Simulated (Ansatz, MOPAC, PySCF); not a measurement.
Process, species as SMILES: FC(F)=CCl + 5 [H][H] (H2) → 2 C (CH4) + Cl (HCl) + 2 F (HF)

Wanted: energy of full hydrogenation (enthalpy at 298 K), in kcal/mol. Conventions: valence correlation only; 6-311+G** with 5d, 6d on Na to Ar in Ansatz (an electronic-structure program); dispersion terms only where a functional's name holds one; LANL2DZ with its own core potentials from Na on; six Cartesian d functions in 6-31G* and its kin unless marked 5d; non-relativistic; no spin-orbit coupling. Basis-set limits of correlation are two-point, X^-3; Hartree-Fock from the larger set. Ab initio and DFT rows: single points at B3LYP-D3(BJ) geometries (Ansatz), with unscaled harmonic terms from B3LYP/6-31G* (Ansatz) at its own minima. Semi-empirical rows: MOPAC heats of formation at their own minima for 298 K.

Measured values: Active Thermochemical Tables 1.112 (ions: stationary electron), as tabulated in the package chemicals; CRC Handbook, as tabulated in the package chemicals; they hold spin-orbit and core effects, anharmonicity. For FC(F)=CCl (energy of full hydrogenation (enthalpy at 298 K)) the tabulated value and CCSD(T)/CBS(cc-pV(T+d)Z,cc-pV(Q+d)Z) (Ansatz) part by 7.8 kcal/mol: another conformer or state, missing terms or a fault of the table's entry are possible. 

Value to compare with, the measured value: -112.6 kcal/mol.

```csv
level,program,energy of full hydrogenation (enthalpy at 298 K) (kcal/mol),error
PM3,MOPAC,-21.2,91.4
MNDO,MOPAC,-72.4,40.2
HF/3-21G,Ansatz,-96.0,16.6
PBE/LANL2DZ,Ansatz,-102.8,9.8
PBE/6-311+G**,Ansatz,-101.2,11.4
B3LYP/6-31G,Ansatz,-87.7,24.9
MP2/3-21G,Ansatz,-63.3,49.3
MP2/6-31G*,Ansatz,-75.0,37.6
B3PW91/6-31G* (5d),PySCF,-77.5,35.1
r2SCAN-D4/def2-TZVPD,Ansatz + dftd4,-95.2,17.4
PBE0/def2-TZVPD,Ansatz,-104.1,8.5
M06-2X/def2-TZVPD,PySCF,-95.3,17.3
"CCSD(T)/CBS(cc-pV(T+d)Z,cc-pV(Q+d)Z)",Ansatz,-104.8,7.8
```

Among the 9 habitual levels, PM3 lies farthest from the measured value (91.4 kcal/mol) and PBE/LANL2DZ nearest (9.8); 9 of 9 lie above it, and their mean absolute error is 35.1 kcal/mol, the median 35.1. One case shows no general order.

The levels are drawn from those run, B3LYP/6-31G* more often than the rest, none by its result; left out are runs that failed, that the program found above a lower state of the same kind, or whose <S^2> lies over 0.5 above the pure value.
